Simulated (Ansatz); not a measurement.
**Si₂H₄ (triplet): the correlation ladder at distance Si1–H5 along a hydrogen transfer = 1.874 Å, cc-pVDZ**

The task here is to estimate one member of a computed series from the others.

Method: cc-pVDZ, core rule «outside noble gas», up to 10 orbitals frozen; program: Ansatz 0.2.0, Gaussian basis.

The runs, in order: UHF; CCSD(T) on ROHF; CCSD(T) on UHF; BCCD(T) on ROHF; CISD; CCSDT(Q) on ROHF; CCSDT(Q) on UHF; CASSCF and MRCISD+Q, 4 electrons in 4 orbitals; CASSCF and NEVPT2, 4 electrons in 4 orbitals.

7 further runs of the same task are left out: 2 for a mislabelled method, 3 that didn't finish, 2 set aside as unsound or not needed.

## What is computed

The geometry derives from fragments relaxed apart (PBE0/def2-TZVP) and kept rigid, so it is no stationary point. A hydrogen atom is moved between rigid fragments.

6 atoms, charge 0, spin multiplicity 3.

Atoms are counted from 1 here; the program's logs count them from 0.

Bond lengths: Si1–H2 1.485 Å, Si1–H3 1.485 Å, Si1–H4 1.485 Å, H5–Si6 1.505 Å. Angles: H2–Si1–H3 109.5°, H2–Si1–H4 109.5°, H3–Si1–H4 109.5°.

Set-up of the first run:

The input, in.yaml:

```yaml
crystal:
  periodic: [false, false, false]
  atoms:
    - {symbol: Si, position_ang: [-1.582874, 0.000000, 0.000000]}
    - {symbol: H, position_ang: [-2.077746, 1.399708, 0.000000]}
    - {symbol: H, position_ang: [-2.077745, -0.699854, 1.212183]}
    - {symbol: H, position_ang: [-2.077746, -0.699854, -1.212182]}
    - {symbol: H, position_ang: [0.291126, 0.000000, 0.000000]}
    - {symbol: Si, position_ang: [1.796126, 0.000000, 0.000000]}
basis:
  gaussian: {orbitals: cc-pVDZ}
magnetization: {spin_polarized: true, initial_magnetization: 2}
hamiltonian: {xc: hf}
output: {orbitals: {seedname: orbitals}}
```

Started as:

```
ansatz run in.yaml --threads 1 --pin off --events-out ev --progress --plain --max-ram 2393MiB
```

Among the steps run: UHF; CCSD(T) on ROHF; CCSD(T) on UHF; BCCD(T) on ROHF; CISD; CCSDT(Q) on ROHF; CCSDT(Q) on UHF; CASSCF and MRCISD+Q, 4 electrons in 4 orbitals; CASSCF and NEVPT2, 4 electrons in 4 orbitals.

One of the session's tables, all rows but one given; the rest of the session is left out.

```
       method  from UCCSDT(Q) (meV)
         ROHF               +6456.0
          UHF               +6306.2
         RMP2               +1523.1
         UMP2               +1523.4
         CISD                +801.3
        RCCSD                +222.5
        UCCSD                +218.2
     RCCSD(T)                 +51.2
     UCCSD(T)                 +50.5
      BCCD(T)                     ?
       RCCSDT                  +8.9
       UCCSDT                  +8.6
    RCCSDT(Q)                  +0.7
    UCCSDT(Q)                     0
  CASSCF pair               +5976.4
  NEVPT2 pair               +1528.2
  MRCISD pair                +695.3
MRCISD+Q pair                 +39.4
```

Q: Estimate the row for BCCD(T) from the others.

The run gave: from UCCSDT(Q) (meV): +50.4. In the column «from UCCSDT(Q) (meV)» it lies between MRCISD+Q pair (+39.4) and UCCSD(T) (+50.5).

Limits of these values: Restricted and unrestricted rows rest on different reference determinants; where their highest levels disagree by more than a few hundredths of an eV, they describe different states and don't form one ladder.
